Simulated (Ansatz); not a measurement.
A made-up structure of CH4NaSi (charge +1), singlet:

```
7
angstrom
C -0.7211 0.5797 -0.2751
Si 0.7464 -0.4620 0.1615
Na 1.1716 -2.6975 2.0409
H -1.6326 0.3353 0.2680
H -0.4690 1.6359 -0.1103
H -0.9055 0.4955 -1.3547
H 1.9052 -3.2495 3.7839
```

It is relaxed with PBE-D4/def2-SVP and then PBE0-D4/def2-TZVP (Ansatz 0.2.0). Atoms count as bonded within 1.22 times the sum of their covalent radii (H–H: 0.88 Å). The end point is not checked to be a true minimum.

(1) Does its bonding change? (Judge from chemistry; the calculation decides.)

Answers

(1) Computed: Yes. Formed: Si2–H7; broken: Si2–Na3.

Where it ends: The first stage lowers the energy by 3.43 eV in 42 steps. It ends as CH₄NaSi ([CH3][Si][H][Na]), total charge +1:
```xyz
7
angstrom
C -0.4888 0.3107 0.0687
Si 1.0398 -0.7498 -0.1416
Na 1.1905 -2.9928 2.9592
H -1.3861 -0.3148 0.1601
H -0.4329 0.8976 0.9943
H -0.6232 0.9938 -0.7714
H 0.7955 -1.5074 1.2448
```

Labels in which every atom is bracketed show which atoms are joined, not bond orders.

For scale, one of the runs: PBE0-D4/def2-TZVP relaxation, 124 basis functions, launched by `ansatz run in.yaml --threads 2 --pin off --events-out ev --progress --plain --max-ram 4352MiB`. The run took about 18 s on 2 CPU threads of an Arm Neoverse V2 (shared host).
